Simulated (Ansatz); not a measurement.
Other spins and charges of CO, triplet at one geometry

Geometry (PBE0/def2-TZVP stationary point for this spin):

```xyz
2

O     0.0000    0.0000    0.0000
C     0.0000    0.0000    1.1955
```

Basis 6-31G; Ansatz 0.2.0. Correlated methods freeze the noble-gas cores. R marks a restricted (for open shells ROHF) determinant, U an unrestricted one. Active spaces: valence = (10e, 8o) chosen from the atoms' valence shells.

Gaps are energies of the second state less the first, at fixed atoms, for a selection of the levels run; each method lands on the state that its own search finds for that charge and spin.

Unrestricted rows (U, and Kohn–Sham where it breaks symmetry) aren't spin-pure: their determinants' ⟨S²⟩ exceeds S(S+1) by up to 0.62, so they mix in states of higher spin, at the starting point too. For open shells CISD and CISDTQ are restricted-active-space CI with the open shells as a complete middle space. The determinant of the CO⁺ quartet fills πx and πy unequally, so it is a mixture of Σ and Δ, which weighs on every level built on one determinant. A value is left out where its run failed or describes another state than the reference as far as symmetry and spin tell, or, spin-broken singlets apart, can't be checked.

Removing an electron, to the doublet: 7.654 eV at full CI (triplet B2, doublet ion A1, in C2v).

```json
{"level": "RHF", "gap (eV)": "8.950", "error (meV)": "1296"}
{"level": "RMP2", "gap (eV)": "7.412", "error (meV)": "-242"}
{"level": "CISD", "gap (eV)": "7.977", "error (meV)": "323"}
{"level": "RCCSD", "gap (eV)": "7.817", "error (meV)": "163"}
{"level": "RCCSDT", "gap (eV)": "7.664", "error (meV)": "10"}
{"level": "NEVPT2 (valence space)", "gap (eV)": "7.491", "error (meV)": "-163"}
{"level": "MRCISD (valence space)", "gap (eV)": "7.600", "error (meV)": "-54"}
{"level": "SPW92", "gap (eV)": "8.513", "error (meV)": "859"}
{"level": "r2SCAN", "gap (eV)": "8.689", "error (meV)": "1035"}
{"level": "PBE0", "gap (eV)": "8.751", "error (meV)": "1097"}
```

Removing an electron, to the quartet: 13.329 eV at full CI (triplet B2, quartet ion A1, in C2v).

By full CI's occupations no single determinant describes the quartet well.

| level | gap (eV) | error (meV) | ⟨S²⟩ where 0.1 over S(S+1) (first / second) |
| --- | --- | --- | --- |
| CISD | 13.464 | 135 | – / – |
| RCCSD(T)* | 13.557 | 228 | – / – |
| UCCSD(T)* | 13.543 | 214 | 2.28 / – |
| CISDTQ | 13.322 | -7 | – / – |
| UCCSDT(Q)* | 13.320 | -9 | 2.28 / – |
| UCCSDTQ* | 13.329 | 0 | 2.28 / – |
| CASSCF (valence space) | 12.703 | -626 | – / – |
| NEVPT2 (valence space) | 13.210 | -119 | – / – |
| MRCISD+Q (valence space) | 13.330 | 1 | – / – |
| r2SCAN | 14.548 | 1219 | – / – |

An asterisk marks runs whose energy the program itself flagged as in doubt.

Quintet less triplet: 5.601 eV at full CI (triplet B2, quintet B1, in C2v).

```csv
level,gap (eV),error (meV),⟨S²⟩ where 0.1 over S(S+1) (first / second)
RHF,3.305,-2296,– / –
UHF,3.598,-2003,2.28 / –
RMP2,5.670,69,– / –
UMP2,5.154,-447,2.28 / –
CISD,5.216,-385,– / –
RCCSD,5.420,-181,– / –
UCCSD,5.460,-141,2.28 / –
RCCSD(T),5.565,-36,– / –
UCCSD(T),5.549,-52,2.28 / –
BCCD(T),5.561,-40,– / –
RCCSDT,5.581,-20,– / –
UCCSDT,5.582,-19,2.28 / –
CISDTQ,5.583,-18,– / –
RCCSDT(Q),5.600,-1,– / –
UCCSDT(Q),5.605,4,2.28 / –
RCCSDTQ,5.599,-2,– / –
UCCSDTQ,5.598,-3,2.28 / –
CASSCF (valence space),5.582,-19,– / –
NEVPT2 (valence space),5.606,5,– / –
MRCISD (valence space),5.597,-4,– / –
MRCISD+Q (valence space),5.599,-2,– / –
PBE,6.145,544,– / –
r2SCAN,5.573,-28,– / –
PBE0,5.576,-25,– / –
B3LYP,5.891,290,– / –
wB97M-V,5.871,270,– / –
B2PLYP,5.835,234,– / –
RPA-PBE,5.786,185,– / –
```

Singlet less triplet: -5.470 eV at full CI (triplet B2, singlet A1, in C2v).

| level | gap (eV) | error (meV) | ⟨S²⟩ where 0.1 over S(S+1) (first / second) |
| --- | --- | --- | --- |
| RMP2 | -5.691 | -221 | – / – |
| UMP2 | -6.190 | -720 | 2.28 / – |
| CISD | -5.297 | 173 | – / – |
| UCCSD | -5.341 | 129 | 2.28 / – |
| RCCSDT | -5.469 | 1 | – / – |
| RCCSDTQ | -5.470 | 0 | – / – |
| UCCSDTQ | -5.470 | 0 | 2.28 / – |
| CASSCF (valence space) | -5.802 | -332 | – / – |
| NEVPT2 (valence space) | -5.474 | -4 | – / – |
| B2PLYP | -5.568 | -98 | – / – |

In so small a basis the reference is far from its limit while semilocal and hybrid functionals are nearer theirs (RPA and double hybrids share much of the reference's basis error), so the functionals' errors here hold much of the reference's basis and frozen-core error, which can add to them or hide them.

Full CI is exact within this basis and frozen core; it isn't the basis-set limit. The frozen core follows each run's orbitals, which can shift R against U totals by a few meV.
